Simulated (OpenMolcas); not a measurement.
SiH⁺ at 1.533 Å: OpenMolcas input and output

Input (each module block was a call of its own in one work directory; start orbitals came from a preliminary run):

```
&GATEWAY
Coord
2
angstrom
Si 0.0 0.0 0.0
H 0.0 0.0 1.5330
Basis=ANO-RCC-VTZP
Group=XY
RX2C
AMFI
ANGMom
0.0 0.0 0.0
RICD
&SEWARD
&GUESSORB
&RASSCF
FileOrb=$CurrDir/o11.orb
Symmetry=1
Spin=1
nActEl=4 0 0
Inactive=3 2
RAS2=3 2
CIRoot=4 4 1
Linear
Iterations=120 100
OrbListing=Nothing
PRWF=0.15
>>COPY $Project.RasOrb $CurrDir/o11.orb
>>COPY $Project.rasscf.h5 $CurrDir/r11.h5
&CASPT2
XMultistate=all
Imaginary=0.2
IPEA=0.25
MaxIter=40
>>COPY $Project.JobMix JOB001
&RASSCF
FileOrb=$CurrDir/o32.orb
Symmetry=2
Spin=3
nActEl=4 0 0
Inactive=3 2
RAS2=3 2
CIRoot=4 4 1
Linear
Iterations=120 100
OrbListing=Nothing
PRWF=0.15
>>COPY $Project.RasOrb $CurrDir/o32.orb
>>COPY $Project.rasscf.h5 $CurrDir/r32.h5
&CASPT2
XMultistate=all
Imaginary=0.2
IPEA=0.25
MaxIter=40
>>COPY $Project.JobMix JOB002
&RASSCF
FileOrb=$CurrDir/o12.orb
Symmetry=2
Spin=1
nActEl=4 0 0
Inactive=3 2
RAS2=3 2
CIRoot=2 2 1
Linear
Iterations=120 100
OrbListing=Nothing
PRWF=0.15
>>COPY $Project.RasOrb $CurrDir/o12.orb
>>COPY $Project.rasscf.h5 $CurrDir/r12.h5
&CASPT2
XMultistate=all
Imaginary=0.2
IPEA=0.25
MaxIter=40
>>COPY $Project.JobMix JOB003
```

```bash
pymolcas m.inp
```

RASSCF and CASPT2 output of these blocks, in excerpt:

```
++    Wave function specifications:
      Number of closed shell electrons          10
      Number of electrons in active shells       4
      Number of inactive orbitals                5
      Number of active orbitals                  5
      Number of secondary orbitals              38
      Spin quantum number                      0.0
      State symmetry                             1
++    Orbital specifications:
      Symmetry species                           1   2
                                                 a   b
      Frozen orbitals                            0   0
      Inactive orbitals                          3   2
      Active orbitals                            3   2
      RAS2 orbitals                              3   2
      Secondary orbitals                        20  18
      Number of basis functions                 26  22
      printout of CI-coefficients larger than  0.15 for root  1
      energy=    -289.803707
      conf/sym  111 22     Coeff  Weight
            12  022 00  -0.97229 0.94534
      printout of CI-coefficients larger than  0.15 for root  2
      energy=    -289.518988
      conf/sym  111 22     Coeff  Weight
            14  020 ud  -0.19398 0.03763
            26  002 ud   0.97686 0.95426
      printout of CI-coefficients larger than  0.15 for root  3
      energy=    -289.518988
      conf/sym  111 22     Coeff  Weight
            25  002 20   0.69075 0.47713
            27  002 02  -0.69075 0.47713
      printout of CI-coefficients larger than  0.15 for root  4
      energy=    -289.480342
      conf/sym  111 22     Coeff  Weight
            25  002 20   0.68150 0.46444
            27  002 02   0.68150 0.46444
      Natural orbitals and occupation numbers for root  1
      sym 1:   0.023610   1.923511   1.977633
      sym 2:   0.037623   0.037623
      Natural orbitals and occupation numbers for root  2
      sym 1:   0.001245   0.089329   1.909426
      sym 2:   1.000000   1.000000
      Natural orbitals and occupation numbers for root  3
      sym 1:   0.001245   0.089329   1.909426
      sym 2:   1.000000   1.000000
      Natural orbitals and occupation numbers for root  4
      sym 1:   0.009689   0.120496   1.886821
      sym 2:   0.991497   0.991497
      RASSCF energy for state  4                   -289.48034175
::    RASSCF root number  1 Total energy:   -289.80370713
::    RASSCF root number  2 Total energy:   -289.51898801
::    RASSCF root number  3 Total energy:   -289.51898801
::    RASSCF root number  4 Total energy:   -289.48034175
      Von Neumann Entropy (Root   1) =  0.36142
++    Wave function specifications:
      Number of closed shell electrons           6
      Number of electrons in active shells       4
      Number of inactive orbitals                3
      Number of active orbitals                  5
      Number of secondary orbitals              38
      Spin quantum number                      0.0
      State symmetry                             1
      Number of CSFs                            28
      Number of CASSCF root(s) available         4
      CASPT2 state passed to geometry opt.       4
      A file JOBMIX will be created
      This is a MULTI-STATE CASSCF reference
      Number of CI roots used                    4
      These are:                                 1   2   3   4
      Off-diagonal elements of Heff are computed
  FINAL CASPT2 RESULT:
      Reference energy:        -289.8037071341
      E2 (Non-variational):      -0.0690153687
      Shift correction:          -0.0011364902
      E2 (Variational):          -0.0701518589
      Total energy:            -289.8738589929
      Reference weight:           0.96610
  FINAL CASPT2 RESULT:
      Reference energy:        -289.5189880144
      E2 (Non-variational):      -0.0811203144
      Shift correction:          -0.0035039737
      E2 (Variational):          -0.0846242880
      Total energy:            -289.6036123025
      Reference weight:           0.94351
  FINAL CASPT2 RESULT:
      Reference energy:        -289.5189880144
      E2 (Non-variational):      -0.0811203082
      Shift correction:          -0.0035039730
      E2 (Variational):          -0.0846242812
      Total energy:            -289.6036122956
      Reference weight:           0.94351
  FINAL CASPT2 RESULT:
      Reference energy:        -289.4803417534
      E2 (Non-variational):      -0.0775328674
      Shift correction:          -0.0019003054
      E2 (Variational):          -0.0794331728
      Total energy:            -289.5597749262
      Reference weight:           0.95383
       Total XMS-CASPT2 energies:
::    XMS-CASPT2 Root  1     Total energy:   -289.87384867
::    XMS-CASPT2 Root  2     Total energy:   -289.60361230
::    XMS-CASPT2 Root  3     Total energy:   -289.60361230
::    XMS-CASPT2 Root  4     Total energy:   -289.55978525
++    Wave function specifications:
      Number of closed shell electrons          10
      Number of electrons in active shells       4
      Number of inactive orbitals                5
      Number of active orbitals                  5
      Number of secondary orbitals              38
      Spin quantum number                      1.0
      State symmetry                             2
      printout of CI-coefficients larger than  0.15 for root  1
      energy=    -289.727312
      conf/sym  111 22     Coeff  Weight
            15  0u2 u0   0.97515 0.95091
      printout of CI-coefficients larger than  0.15 for root  2
      energy=    -289.727312
      conf/sym  111 22     Coeff  Weight
            16  0u2 0u   0.97515 0.95091
      printout of CI-coefficients larger than  0.15 for root  3
      energy=    -289.533481
      conf/sym  111 22     Coeff  Weight
            10  02u 0u   0.88594 0.78489
            14  u02 0u  -0.40444 0.16357
      printout of CI-coefficients larger than  0.15 for root  4
      energy=    -289.533481
      conf/sym  111 22     Coeff  Weight
             9  02u u0   0.88594 0.78489
            13  u02 u0  -0.40444 0.16357
      Natural orbitals and occupation numbers for root  1
      sym 1:   0.031708   0.996124   1.953019
      sym 2:   1.000000   0.019149
      Natural orbitals and occupation numbers for root  2
      sym 1:   0.031708   0.996124   1.953019
      sym 2:   0.019149   1.000000
      Natural orbitals and occupation numbers for root  3
      sym 1:   0.199046   1.622416   1.139180
      sym 2:   0.039358   1.000000
      Natural orbitals and occupation numbers for root  4
      sym 1:   0.199046   1.622416   1.139180
      sym 2:   1.000000   0.039358
      RASSCF energy for state  4                   -289.53348104
::    RASSCF root number  1 Total energy:   -289.72731214
::    RASSCF root number  2 Total energy:   -289.72731214
::    RASSCF root number  3 Total energy:   -289.53348104
::    RASSCF root number  4 Total energy:   -289.53348104
      Von Neumann Entropy (Root   1) =  1.19335
++    Wave function specifications:
      Number of closed shell electrons           6
      Number of electrons in active shells       4
      Number of inactive orbitals                3
      Number of active orbitals                  5
      Number of secondary orbitals              38
      Spin quantum number                      1.0
      State symmetry                             2
      Number of CSFs                            24
      Number of CASSCF root(s) available         4
      CASPT2 state passed to geometry opt.       4
      A file JOBMIX will be created
      This is a MULTI-STATE CASSCF reference
      Number of CI roots used                    4
      These are:                                 1   2   3   4
      Off-diagonal elements of Heff are computed
  FINAL CASPT2 RESULT:
      Reference energy:        -289.7273121369
      E2 (Non-variational):      -0.0586692121
      Shift correction:          -0.0009843488
      E2 (Variational):          -0.0596535608
      Total energy:            -289.7869656978
      Reference weight:           0.97180
  FINAL CASPT2 RESULT:
      Reference energy:        -289.7273121367
      E2 (Non-variational):      -0.0586692094
      Shift correction:          -0.0009843484
      E2 (Variational):          -0.0596535578
      Total energy:            -289.7869656945
      Reference weight:           0.97180
  FINAL CASPT2 RESULT:
      Reference energy:        -289.5334810374
      E2 (Non-variational):      -0.0554214086
      Shift correction:          -0.0024050188
      E2 (Variational):          -0.0578264274
      Total energy:            -289.5913074648
      Reference weight:           0.96795
  FINAL CASPT2 RESULT:
      Reference energy:        -289.5334810371
      E2 (Non-variational):      -0.0554214096
      Shift correction:          -0.0024050222
      E2 (Variational):          -0.0578264318
      Total energy:            -289.5913074689
      Reference weight:           0.96795
       Total XMS-CASPT2 energies:
::    XMS-CASPT2 Root  1     Total energy:   -289.78704784
::    XMS-CASPT2 Root  2     Total energy:   -289.78704784
::    XMS-CASPT2 Root  3     Total energy:   -289.59122532
::    XMS-CASPT2 Root  4     Total energy:   -289.59122532
++    Wave function specifications:
      Number of closed shell electrons          10
      Number of electrons in active shells       4
      Number of inactive orbitals                5
      Number of active orbitals                  5
      Number of secondary orbitals              38
      Spin quantum number                      0.0
      State symmetry                             2
      printout of CI-coefficients larger than  0.15 for root  1
      energy=    -289.690407
      conf/sym  111 22     Coeff  Weight
             8  udu 0d  -0.17976 0.03231
            18  0u2 0d   0.97081 0.94247
      printout of CI-coefficients larger than  0.15 for root  2
      energy=    -289.690407
      conf/sym  111 22     Coeff  Weight
             7  udu d0   0.17976 0.03231
            17  0u2 d0  -0.97081 0.94247
      Natural orbitals and occupation numbers for root  1
      sym 1:   0.052582   0.997864   1.930054
      sym 2:   0.019500   1.000000
      Natural orbitals and occupation numbers for root  2
      sym 1:   0.052582   0.997864   1.930054
      sym 2:   1.000000   0.019500
      RASSCF energy for state  2                   -289.69040666
::    RASSCF root number  1 Total energy:   -289.69040666
::    RASSCF root number  2 Total energy:   -289.69040666
      Von Neumann Entropy (Root   1) =  1.25318
++    Wave function specifications:
      Number of closed shell electrons           6
      Number of electrons in active shells       4
      Number of inactive orbitals                3
      Number of active orbitals                  5
      Number of secondary orbitals              38
      Spin quantum number                      0.0
      State symmetry                             2
      Number of CSFs                            22
      Number of CASSCF root(s) available         2
      CASPT2 state passed to geometry opt.       2
      A file JOBMIX will be created
      This is a MULTI-STATE CASSCF reference
      Number of CI roots used                    2
      These are:                                 1   2
      Off-diagonal elements of Heff are computed
  FINAL CASPT2 RESULT:
      Reference energy:        -289.6904066574
      E2 (Non-variational):      -0.0545569966
      Shift correction:          -0.0008835827
      E2 (Variational):          -0.0554405793
      Total energy:            -289.7458472367
      Reference weight:           0.97382
  FINAL CASPT2 RESULT:
      Reference energy:        -289.6904066574
      E2 (Non-variational):      -0.0545569813
      Shift correction:          -0.0008835887
      E2 (Variational):          -0.0554405700
      Total energy:            -289.7458472273
      Reference weight:           0.97382
       Total XMS-CASPT2 energies:
::    XMS-CASPT2 Root  1     Total energy:   -289.74584724
::    XMS-CASPT2 Root  2     Total energy:   -289.74584723
```

Only roots inside an energy window near the equilibrium distance were included, so the list of states is not complete; labels number the states computed. Each spin and symmetry block has orbitals of its own, averaged over its own roots, so gaps between blocks are less sure than gaps within one and near the minimum can be off by tenths of an eV, in bad cases by more. No Rydberg orbitals are active, so Rydberg states, and σ→σ* states whose orbital the CASSCF left unused, can be missing between those listed. No roots were computed in block 5b (none fell in the window or the block failed), so states of that kind are missing and can lie low or lowest.
